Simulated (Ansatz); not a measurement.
## Strength of the C–S bond: C3H6S → C3H5 + HS

Species: C3H6S (allyl mercaptan) `C=CCS`, singlet; C3H5 `[CH2]C=C`, doublet; HS, doublet. 

Shapes, held fixed at every level: PBE0-D4/def2-TZVP. Flexible molecules stand in one conformer, not always the lowest. Programs: Ansatz 0.2.0. The zero-point and thermal change to 298 K, harmonic and unscaled (PBE0-D4/def2-TZVP), is -15.5 kJ/mol.

```tsv
level	kind	ΔH(298 K) (kJ/mol)	CPU time (sum over the molecules)
PBE-D4/def2-TZVPP	GGA	+249.5	10 s
r2SCAN-D4/def2-TZVPP	meta-GGA	+221.8	19 s
B3LYP-D4/def2-TZVPP	global hybrid	+226.5	14 s
BHLYP-D4/def2-TZVPP	global hybrid	+213.1	10 s
PBE0-D4/def2-TZVPP	global hybrid	+242.1	11 s
r2SCAN0-D4/def2-TZVPP	global hybrid	+216.1	17 s
B2PLYP/def2-TZVPP	double hybrid	+232.8	18 s
```

B2PLYP/def2-TZVPP gives ΔH(298 K) = +232.8 kJ/mol; the levels span +213.1 to +249.5. The median of the levels is +226.5. No measured value is set beside it here. Spin contamination: C3H5 (⟨S²⟩ up to 0.95). Open shells run unrestricted unless RO is named. Times are processor times on shared x86 and Arm servers, and rough.
